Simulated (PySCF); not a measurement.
# Identify the compound

An unknown has the formula C$_{4}$H$_{9}$F. Its calculated NMR data are:

1H NMR (600 MHz, computed): δ 1.26 (d, J = 19.8 Hz, 9H).

13C{1H} NMR (computed): δ 94.1 (C, d, J = 217.3 Hz), 30.1 (CH3, d, J = 24.8 Hz).

PySCF 2.14 calculation with couplings computed with B3LYP/pcJ-1 (spin–dipole term only in couplings to heteroatoms), PBE0-D3(BJ)/def2-SVP structure and shieldings: GIAO B97-2/pcSseg-2; fast rotation and ring inversion assumed for equivalent nuclei, one conformer, isolated molecule, non-relativistic Hamiltonian.

Scale: 1H (σref 31.36), 13C (σref 183.46) against TMS (reference shieldings calculated alike).

Question: Deduce the structure.

Answer: 
1. The formula gives 0 degrees of unsaturation.
2. 2 carbon signals for 4 carbons: some carbons are equivalent by symmetry or fast rotation.
3. Carbon types of the structure: 1 × C, 3 × CH3, which accounts for all hydrogens.
4. δC 94.1: fully substituted sp3 carbon bonded to F; pulled downfield by the heteroatom.
5. δC 30.1: methyl carbon; a saturated carbon with 1 carbon neighbour and no heteroatom attached.
6. δH 1.26: hydrogen on a methyl carbon.

These data were computed for `CC(C)(C)F`.

The shifts were computed for this structure.

Common functionals overestimate the size of one-bond C–F couplings by tens of Hz; these are unscaled. Splittings below 1 Hz are ignored in the labels, and close J values are merged. Shifts are as computed. Against solution values, carbons near 30 ppm lie about +4 ppm off and those near 130 ppm about +7 ppm. Of 1211 compounds with measured shifts, 218 miss one by over three times the rms of a fit or turn the order of signals round; such compounds aren't used in these exercises.
